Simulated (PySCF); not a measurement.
# C4H8 (2-Butene, (E)-): the cost of one run

Programs: PySCF 2.14.0, with density-fitted response routines of our own. Each step states its level of theory. These are calculated values for one molecule in the gas phase, unless marked as measured. Atoms count from 0, in the outputs and in this text.

## Step 1: The molecule as given

12 atoms, charge 0, multiplicity 1; geometry from: MMFF94s. The atoms were then displaced at random by about 0.03 Å, so the start is not that level's minimum.

Bonds of the start (Å): C0–C1 1.58, C1–C2 1.36, C2–C3 1.34, C0–H4 1.05, C0–H5 1.05, C0–H6 1.15, C1–H7 1.09, C2–H8 1.18, C3–H9 1.16, C3–H10 1.18, C3–H11 1.08.

## Step 2: Relaxing the molecule at PBE0-D3(BJ)/def2-SVP

Job settings and geometry (Å):

```
{"job": {"xc": "PBE0", "basis": "def2-SVP", "d3": "d3bj", "grid": 1, "shake": 0.03, "kind": "geom"}, "charge": 0, "multiplicity": 1}
C      2.006900    -0.021690    -0.105700
C      0.472280     0.072400    -0.457210
C     -0.549910    -0.092940     0.424790
C     -1.845980    -0.048200     0.107670
H      2.431900    -0.759290    -0.717270
H      2.112010    -0.109920     0.939590
H      2.437880     1.003410    -0.385180
H      0.285330     0.276850    -1.510140
H     -0.244440    -0.244280     1.553040
H     -2.448430     0.731940     0.715680
H     -2.435740    -1.018160     0.412380
H     -2.106320     0.127120    -0.926640
```

On the command line:

```sh
> OMP_NUM_THREADS=1 python probes_run.py task.json out
```

The driver reads the jobs from task.json and runs them one after another.

**Question.** How long does this first job take on 1 thread of Arm Neoverse V1, shared host, and how much memory does it need?

About 23 s, with a peak of 0.37 GiB.
